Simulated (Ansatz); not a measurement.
Species: SiCl$_{3}$, charge 0, doublet. SiCl3 (SMILES Cl[Si](Cl)Cl, doublet).
B3LYP-D3(BJ)/def2-TZVP minimum from Ansatz (a quantum-chemistry and plane-wave program):
```
Si
Cl 1 2.0584
Cl 1 2.0584 2 109.38
Cl 1 2.0584 2 109.38 3 -119.78
```
Charge 0, spin multiplicity 2.

Total energies in cc-pV(D+d)Z, 25 correlated electrons, 20 frozen orbitals. UHF or UKS for unpaired electrons; spin-orbit terms are left out. Correlated methods leave the cores frozen. No relativity.

```json
[
 {"method": "HF", "program": "Ansatz", "energy (Eh)": "-1667.56979", "minus CCSDT(Q) (mEh)": "539.99"},
 {"method": "MP2", "program": "Ansatz", "energy (Eh)": "-1668.05161", "minus CCSDT(Q) (mEh)": "58.18"},
 {"method": "CCSD", "program": "Ansatz", "energy (Eh)": "-1668.09348", "minus CCSDT(Q) (mEh)": "16.31"},
 {"method": "CCSD(T)", "program": "Ansatz", "energy (Eh)": "-1668.10737", "minus CCSDT(Q) (mEh)": "2.42"},
 {"method": "CCSDT(Q)", "program": "Ansatz", "energy (Eh)": "-1668.10979", "minus CCSDT(Q) (mEh)": "0.00"}
]
```

Rough core times of Ansatz's runs on a shared machine: CCSD(T) 20 s, CCSDT(Q) 40 min.
